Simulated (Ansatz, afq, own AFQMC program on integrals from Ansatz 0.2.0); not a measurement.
**Atomization energy of AlBH, quartet, worked out**

```xyz
3

B     0.0000    0.0000    0.2519
Al    0.0000    0.0000   -1.6889
H     0.0000    0.0000    1.4370
```

Connectivity, by distances: BH–Al.

Basis cc-pVDZ. Only valence electrons are correlated. AFQMC by an in-house program on the Cholesky factors that Ansatz 0.2.0 writes for its CCSD(T) run. ph-AFQMC/CISD is guided by a CISD state made of CCSD amplitudes; releasing the constraint for a short imaginary time cuts its bias at the price of noise, slowly where states lie close. Error bars are statistical, one sigma.

Total energies in eV. CBS is CCSD(T) at the limit of def2-TZVPP/QZVPP (extrapolated itself); the highest rung of each member is named.

Cautions: AlBH (quartet): lower spins were not checked, its ph-AFQMC/CISD value lies 28 ± 8 meV above CCSDT(Q).

```csv
member,count,CCSD(T)/cc-pVDZ,highest rung in cc-pVDZ,which,CCSD(T)/CBS
B (doublet),+1,-669.1119,-669.1218,FCI,-669.4648
Al (doublet),+1,-6583.0131,-6583.0229,FCI,-6583.4221
H (doublet),+1,-13.5861,-13.5861,FCI,-13.6059
"AlBH, quartet",-1,-7270.8098,-7270.8602,CCSDT(Q),-7272.1719
```

Task: Work out the best estimate of the atomization energy: the CCSD(T)/CBS difference plus the step from CCSD(T) to the highest rung.

Result: Sums with the counts: CCSD(T)/CBS 5.6791 eV, highest rung 5.1294 eV, CCSD(T)/cc-pVDZ 5.0987 eV. The step is 5.1294 − 5.0987 = 0.0307 eV, so the best estimate is 5.6791 + (0.0307) = 5.7098 eV. The basis set is worth 0.580 eV of it. Zero-point, core-correlation and spin–orbit terms aren't in it. Past Ne the Hartree–Fock part of each CBS total tends to overshoot, since the cores don't follow the formula; that largely cancels in the difference.

Best estimates are given only where the step beyond CCSD(T) is under 0.3 eV and no member's determinant is very poor (T1 over 0.05, or 0.07 for open shells, ⟨S²⟩ too high by 0.3, two states mixed), so the hardest cases are missing from such tables.

CCSDT and higher add their correlation energy to the determinant of the CCSD(T) run, since their own runs factorise the integrals more tightly (a shift of under 2 meV). Each member of a difference takes its own highest rung, so a best estimate needn't equal the limit plus the step of one row.
